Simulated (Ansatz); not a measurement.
We consider hcp Mg, described by BLYP (PAW; Ansatz, a quantum-chemistry and plane-wave program).

Run with plane-wave cutoff 520 eV, 18×18×8 k mesh (along the axes of the cell as run), Fermi–Dirac smearing 0.1 eV, perturbation theory, scalar-relativistic PAW data made under PBE.

Computed at the level's own relaxed cell.

Harmonic phonon frequencies (cm⁻¹; i marks an imaginary mode):

| q point | frequencies |
|---|---|
| Γ | [?] |
| M | 112 114 158 172 195 209 |
| K | [?] |
| A | [?] |

Task: What belongs in the gaps?

Result: 
- Γ, frequencies: 0 0 0 115 115 222
- K, frequencies: 142 142 159 173 173 199
- A, frequencies: 85 85 85 85 158 158

No imaginary mode appears at these points.
